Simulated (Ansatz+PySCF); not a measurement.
Results of a calculation; reference values are marked as such.
This PySCF input gave a total energy of -152.23329 hartree.

```python
from pyscf import gto, scf

mol = gto.M(atom="""
H 0.000000 0.000000 -0.022820
O 1.096350 0.038910 0.030120
O -1.096350 -0.038910 0.030120
H 1.476920 0.738210 0.433630
H -1.476920 -0.738210 0.433630
H 1.596220 -0.216580 -0.663180
H -1.596220 0.216580 -0.663180
""", basis='def2-svp', charge=1, spin=0)
mf = scf.UHF(mol)
mf.init_guess = 'huckel'
mf.kernel()
while True:  # follow internal instabilities
    mo, _, stable, _ = mf.stability(return_status=True)
    if stable: break
    mf.kernel(mf.make_rdm1(mo, mf.mo_occ))
print(mf.converged, mf.e_tot, mf.spin_square()[0])
```

Q: Write an input for Ansatz with the same method and basis set.

A:

```yaml
crystal:
  periodic: [false, false, false]
  atoms:
    - { symbol: H, position_ang: [0.0, 0.0, -0.02282] }
    - { symbol: O, position_ang: [1.09635, 0.03891, 0.03012] }
    - { symbol: O, position_ang: [-1.09635, -0.03891, 0.03012] }
    - { symbol: H, position_ang: [1.47692, 0.73821, 0.43363] }
    - { symbol: H, position_ang: [-1.47692, -0.73821, 0.43363] }
    - { symbol: H, position_ang: [1.59622, -0.21658, -0.66318] }
    - { symbol: H, position_ang: [-1.59622, 0.21658, -0.66318] }
basis:
  gaussian: { orbitals: def2-SVP }
total_charge: 1
magnetization:
  spin_polarized: true
hamiltonian:
  xc: hf
```

Ansatz (development build ahead of 0.2.0) gave -152.23329 hartree, 0.03 meV from the first.
